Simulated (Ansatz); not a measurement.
The input, for Ansatz 0.2.0:

```yaml
crystal:
  periodic: [false, false, false]
  atoms:
    - {symbol: Ga, position_ang: [0.000000, 0.000000, 0.000000]}
    - {symbol: Li, position_ang: [0.000000, 0.000000, 2.876000]}
basis:
  gaussian: {orbitals: cc-pVQZ}
magnetization: {spin_polarized: true, initial_magnetization: 2}
correlation: {method: ccsdt_q, electrons: outside_noble_gas}
```

```sh
$ ansatz run in.yaml --threads 1 --pin off --events-out ev --progress --plain --max-ram 2393MiB
```

The program prints:

```
1365 factors; integrals over basis functions are off by at most 1.8e-7 eV
mean field evaluation 1: about -52536.9427 eV, gradient 3.5e0 eV
mean field evaluation 2: about -52536.9446 eV, gradient 3.5e0 eV
mean field evaluation 4: about -52537.2268 eV, gradient 6.0e-1 eV
mean field evaluation 8: about -52537.2485 eV, gradient 6.6e-2 eV
mean field evaluation 16: about -52537.2253 eV, gradient 6.0e-1 eV
mean field evaluation 32: about -52531.6455 eV, gradient 8.9e0 eV
mean field evaluation 64: about -52536.7988 eV, gradient 3.8e-1 eV
mean field evaluation 96: about -52537.2526 eV, gradient 1.3e-1 eV
mean field evaluation 128: about -52537.2399 eV, gradient 2.8e-1 eV
mean field evaluation 160: about -52536.7656 eV, gradient 2.0e-1 eV
...
cycle   8  -1.75119578 eV  change   -1.5e-4 eV  update   2.7e-4
cycle   9  -1.75135631 eV  change   -1.6e-4 eV  update   1.1e-4
cycle  10  -1.75134388 eV  change    1.2e-5 eV  update   5.7e-5
cycle  11  -1.75134506 eV  change   -1.2e-6 eV  update   2.9e-5
cycle  12  -1.75134144 eV  change    3.6e-6 eV  update   1.3e-5
cycle  13  -1.75134443 eV  change   -3.0e-6 eV  update   8.2e-6
cycle  14  -1.75134770 eV  change   -3.3e-6 eV  update   3.7e-6
cycle  15  -1.75134819 eV  change   -4.9e-7 eV  update   1.5e-6
cycle  16  -1.75134789 eV  change    3.0e-7 eV  update   7.5e-7
cycle  17  -1.75134764 eV  change    2.5e-7 eV  update   3.7e-7
perturbative correction -0.00204581 eV, -0.0000751823 hartree
Total energy: -52539.00191898 eV, -1930.7727083080 hartree
```

Ran on 1 thread of Arm Neoverse V1, shared host: 7.4 min wall, 2 GiB peak host memory.
